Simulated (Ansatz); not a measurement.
**AlSi (doublet): the correlation ladder, def2-QZVPP**

The task here is to estimate one member of a computed series from the others.

The runs use Ansatz 0.2.0, Gaussian basis; def2-QZVPP, core rule «outside noble gas», up to 10 orbitals frozen.

The runs, in order: UHF; ROHF; CCSD(T) on UHF.

### The system

The geometry is a PBE0/def2-TZVP stationary point (not a proven minimum) of the parent state, kept for this charge and spin.

2 atoms, charge 0, spin multiplicity 2.

Atoms are counted from 1 here; the program's logs count them from 0.

Bond lengths: Si1–Al2 2.416 Å.

As a file:

```csv
atom,x (Å),y (Å),z (Å)
Si1,0.0000,0.0000,0.0000
Al2,0.0000,0.0000,2.4162
```

The first run:

Input file in.yaml:

```yaml
crystal:
  periodic: [false, false, false]
  atoms:
    - {symbol: Si, position_ang: [0.000000, 0.000000, 0.000000]}
    - {symbol: Al, position_ang: [0.000000, 0.000000, 2.416200]}
basis:
  gaussian: {orbitals: "def2-QZVPP.json"}
magnetization: {spin_polarized: true, initial_magnetization: 1}
hamiltonian: {xc: hf}
output: {orbitals: {seedname: orbitals}}
```

Run with:

```
$ ansatz run in.yaml --threads 1 --pin off --events-out ev --progress --plain --max-ram 2393MiB
```

Among the steps run: UHF; ROHF; CCSD(T) on UHF.

One table of the session follows, with a row left open; its other results are not shown here.

| method | from UCCSD(T) (kcal/mol) |
| --- | --- |
| ROHF | +123.67 |
| UHF | +98.00 |
| UMP2 | +24.85 |
| UCCSD | ? |
| UCCSD(T) | 0 |

Q: Estimate the row for UCCSD from the others.

As computed: from UCCSD(T) (kcal/mol): +6.19. In the column «from UCCSD(T) (kcal/mol)» it lies between UCCSD(T) (0) and UMP2 (+24.85).

The program flags UCCSD(T) as in doubt (see the logs), so the zero of the table is itself unsure.

To keep in mind: The determinant is far from a pure spin state, so its energy mixes those of several spin states (harmless only where they are near-degenerate, as at dissociation). The program flags UCCSD(T) as in doubt, so the zero of the table is itself unsure. Warnings: spin contamination; coupled cluster took another determinant than the lowest.
